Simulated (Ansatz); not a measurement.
Ansatz input

```yaml
crystal:
  lattice:
    - [2.7061557017, 0.0, 0.0]
    - [-1.3530778508, 2.3435995843, 0.0]
    - [0.0, 0.0, 4.2551733744]
  atoms:
    - { symbol: Ru, position: [0.3333333333, 0.6666666667, 0.25], spin: 1.0, spin_axis: [0, 0, 1] }
    - { symbol: Ru, position: [0.6666666667, 0.3333333333, 0.75], spin: 1.0, spin_axis: [0, 0, 1] }
hamiltonian:
  xc: r2scan
  pseudopotentials:
    kind: paw_fr
    azcp:
      Ru: "pseudopotentials/Ru.paw.azcp"
basis:
  ecutwfc: 500
  fft_grid_basis: typed
kpoints:
  mp_grid: { grid: [13, 13, 8], shift: [0, 0, 0] }
magnetization:
  noncollinear: true
  spin_orbit: true
scf:
  occupations: { method: fermi_dirac, width: 0.05 }
```

and its output:

```
Engine: ansatz 0.2.0, aarch64-unknown-linux-gnu
Pseudopotentials: kind: paw_fr
Pseudopotential: Ru, paw_fr, valence charge 16, recommended cutoff 500 eV (meta_gga) 
Functional definition: r2SCAN
  parameter k0 = 0.174
  parameter k1 = 0.065
  parameter a1 = 4.9479
  exchange = r2scan_x(k0 = k0, k1 = k1, a1 = a1)
  correlation = r2scan_c
Crystal: 2 atoms, lattice volume = 26.987 Å³
Basis set: ecut = 500 eV, 687 PW (Γ), exchange–correlation on 80×80×128 points (64 copies of the dense FFT grid, shifted against one another)
Bands: 40, of which v1, the nominal top of the filled ones, is band 32 counted from 1 (31 counted from 0)
Symmetry: 12 space group operations + 12 with time reversal
Magnetic group: BNS 194.270 (UNI 1500), of the structure as read, at distance tolerance 3.0e-5 Å
k-points: 105 of 1352 (time reversal used)
Projection manifold: j_resolved (fully-relativistic pseudo-atomic orbitals)
Non-local potential: Ru, projectors of the file, l = 0: 3, l = 1: 4, l = 2: 4, l = 3: 2
PAW form: soft (Blöchl's): semilocal exchange-correlation on the pseudo side does not see the compensation charge
PAW frozen core: Ru, regenerated for the run's functional (the file was generated under x = pbe(κ = 0.804, μ = 0.2195149727645171), c = pbe(β = 0.06672455060314922))
PAW one-centre angular grid: Ru, 590 points (default); XC on 224 Gauss nodes
Initial density: superposition of atomic densities (chi_scale 0.1, normalization cell)
Starting moments: Σ|m| = 2 μB on 2 of 2 sites
Initial wavefunctions: pseudopotential atomic-orbital guess
Functional: x = r2scan, c = r2scan; τ floored in thin density (d = 2e-4 eV/Å³)
SCF iter   1: F=—  HF=-11769.076863 eV  |F-HF|=—  |Δ(HF+E_count)|=         —  Δρ=1.15e-1  dr2=3.45e0  dr2_τ=7.30e-2  dr2_m=6.00e-1  ethr=3.10e-3  |M|=5.54e-1 ∫|m|=5.71e-1 μB  |m|>n=0.0e0 m-floor=0.0e0 τ_xc=9.2e-33  β_m=1.00  ⟨swp⟩=8.6  Hψ=20482  notcnv=0  defer=1
SCF iter   2: F=—  HF=-11768.577514 eV  |F-HF|=—  |Δ(HF+E_count)|=   4.99e-1  Δρ=7.52e-2  dr2=1.47e0  dr2_τ=1.60e-2  dr2_m=1.52e-2  ethr=3.10e-3  |M|=2.99e-1 ∫|m|=3.55e-1 μB  |m|>n=0.0e0 m-floor=0.0e0 τ_xc=2.0e-5  β_m=1.00  ⟨swp⟩=2.5  Hψ=8137  notcnv=0  defer=129  κ⁻¹=1.0e0(r=1)
SCF iter   3: F=—  HF=-11768.328894 eV  |F-HF|=—  |Δ(HF+E_count)|=   2.49e-1  Δρ=1.73e-2  dr2=3.98e-2  dr2_τ=8.38e-3  dr2_m=1.65e-3  ethr=3.10e-3  |M|=2.25e-1 ∫|m|=2.80e-1 μB  |m|>n=0.0e0 m-floor=0.0e0 τ_xc=3.7e-5  β_m=1.00  ⟨swp⟩=2.0  Hψ=7674  notcnv=0  defer=129  κ⁻¹=5.5e-4(r=2)
SCF iter   4: F=—  HF=-11768.422000 eV  |F-HF|=—  |Δ(HF+E_count)|=   9.31e-2  Δρ=1.20e-2  dr2=3.14e-2  dr2_τ=6.73e-4  dr2_m=9.82e-4  ethr=1.24e-4  |M|=1.74e-1 ∫|m|=2.24e-1 μB  |m|>n=0.0e0 m-floor=0.0e0 τ_xc=4.5e-5  β_m=1.00  ⟨swp⟩=2.2  Hψ=8882  notcnv=0  defer=117  κ⁻¹=2.7e-4(r=3)
SCF iter   5: F=—  HF=-11768.431380 eV  |F-HF|=—  |Δ(HF+E_count)|=   9.38e-3  Δρ=3.62e-3  dr2=7.40e-4  dr2_τ=3.23e-4  dr2_m=8.11e-4  ethr=9.80e-5  |M|=1.31e-1 ∫|m|=1.73e-1 μB  |m|>n=0.0e0 m-floor=0.0e0 τ_xc=4.5e-5  β_m=1.00  ⟨swp⟩=2.0  Hψ=7870  notcnv=0  defer=117  κ⁻¹=3.8e-6(r=4)
...
SCF iter  13: F=—  HF=-11768.456814 eV  |F-HF|=—  |Δ(HF+E_count)|=   6.91e-7  Δρ=3.92e-6  dr2=6.24e-10  dr2_τ=1.63e-10  dr2_m=1.09e-9  ethr=3.91e-11  |M|=1.26e-4 ∫|m|=1.85e-4 μB  |m|>n=0.0e0 m-floor=0.0e0 τ_xc=2.7e-9  β_m=0.42  ⟨swp⟩=3.0  Hψ=11375  notcnv=0  κ⁻¹=3.1e-6(r=6)
SCF iter  14: F=—  HF=-11768.456815 eV  |F-HF|=—  |Δ(HF+E_count)|=   1.59e-7  Δρ=1.59e-6  dr2=4.49e-11  dr2_τ=7.94e-12  dr2_m=1.57e-10  ethr=1.95e-12  |M|=7.56e-6 ∫|m|=9.76e-6 μB  |m|>n=0.0e0 m-floor=0.0e0 τ_xc=3.0e-11  β_m=1.20  ⟨swp⟩=3.8  Hψ=12063  notcnv=0  κ⁻¹=4.7e-7(r=7)
SCF iter  15: F=—  HF=-11768.456815 eV  |F-HF|=—  |Δ(HF+E_count)|=   4.75e-9  Δρ=8.22e-7  dr2=5.78e-12  dr2_τ=4.62e-12  dr2_m=4.32e-11  ethr=1.00e-12  |M|=3.43e-5 ∫|m|=4.54e-5 μB  |m|>n=0.0e0 m-floor=0.0e0 τ_xc=4.9e-11  β_m=1.20  ⟨swp⟩=3.0  Hψ=11365  notcnv=0  κ⁻¹=1.5e-7(r=8)
SCF iter  16: F=-11768.456815 eV  HF=-11768.456815 eV  |F-HF|=2.73e-11  |Δ(HF+E_count)|=   5.28e-9  Δρ=1.52e-7  dr2=1.49e-12  dr2_τ=2.07e-13  dr2_m=1.31e-12  ethr=1.00e-12  |M|=4.31e-6 ∫|m|=6.03e-6 μB  |m|>n=0.0e0 m-floor=0.0e0 τ_xc=6.4e-14  ⟨swp⟩=3.0  Hψ=11148  notcnv=0
WARN: the starting moments were not kept: the SCF closed with an absolute magnetisation of 6.0e-6 μB, where they sum to 2 μB in size (2 sites). That is at most 0.1 of that sum. Measured as dr2_m measures the in/out step, that magnetisation stands 1.0e-11 eV from none, at or under the dr2_threshold of 1.0e-7 eV: it is no larger than a step whose dr2_m would equal this threshold. The system may hold no moment; this SCF shows only that its start led to no more than that. To try another start: raise the starting moments (crystal.atoms[].spin, magnetization.per_species, magnetization.initial_magnetization, or on a non-collinear deck that types none of these the spinor_matrix: blocks that start its atoms; where the total moment is fixed, keep their sum and leave initial_magnetization as it is; typed ones take the place of any that the run laid by itself, positive ones on a crystal's lanthanoids without a Hubbard term where scf.initial_density.shell_occupations: [] is typed) or, if the notice of its spin-set hold's release reads "site moments contracting" or "site moments show no strong build", lengthen the hold (scf.mixing.spin_hold: { on: { confirm: 4 } }; for m-r²SCAN on two components see the key's manual first). Each may lead to a state that holds a moment. A second SCF, from the converged charge density, with the starting moments and any scf.initial_density.shell_occupations laid on it anew, would have followed, and was not run: the deck does not ask for one (magnetization.retry_lost_moments is false, the default). To let it run, set magnetization.retry_lost_moments: true and run the deck again, where that key's refused combinations let it; where memory then withholds it, that run's warning says so.
SCF 1 converged in 16 iterations: F = -11768.456815 eV  dr2 = 1.49e-12
SCF converged after 16 iterations
Stability not checked: this state was not tested for a lower state beside it, because the mixer in use, unlike msr1, does not test its closes by its own steps (another_mixer; see scf.mixing.algorithm and scf.lower_state_search)
Magnetization: |M| = 0.0000 μB,  M = (+0.0000, -0.0000, +0.0000) μB
Absolute magnetization: 0.0000 μB (∫|m|, with the PAW one-centre terms)
  site 0: m = (-0.0000, +0.0000, +0.0000) μB, |m| = 0.0000 μB  (R = 1.09 Å)
  site 1: m = (+0.0000, -0.0000, +0.0000) μB, |m| = 0.0000 μB  (R = 1.09 Å)
Free energy (F): -11768.456815 eV
Harris-Foulkes:  -11768.456815 eV  (|F-HF|=2.73e-11)
Internal energy: -11768.444710 eV  (E = F + TS)
E sigma→0 (E₀):  -11768.450762 eV
Entropy (-TS):   -0.012105 eV (-6.052 meV/atom)
Fermi energy:    23.624453 eV
--- Per-component energies (eV) ---
  E_band       = -133.718147
  E_kinetic    = 1028.343652
  E_local      = -2500.500735  (includes V_loc(G=0)·N_el)
  E_nonlocal   = 684.958943
  E_hartree    = 803.274205
  E_xc         = -368.587953
  E_vxc        = -534.009748  (∫ρ·V_xc dr)
  E_paw        = -6944.197745  (= ΣΔE_a)
  E_vpaw       = -456.639322  (= ΣTr[D̂ρ^β])
  E_aug_tail   = 0.000192  (compensation charges beyond the density's cutoff)
  E_vtau       = 37.580478  (kinetic-family band-sum trace: ∫τ·v_τ [+ j·A + Jᵃ·Aᵃ] dr)
  E_ewald      = -4471.113158
  E_core_change = -0.622110  (= ΣΔE_core)
  E_smearing   = -0.012105  (= −TS)
  E_closure    = 0.000000  (closes the sum)
  Σ components = -11768.456815   (vs F -11768.456815, Δ=0.00e0)
```
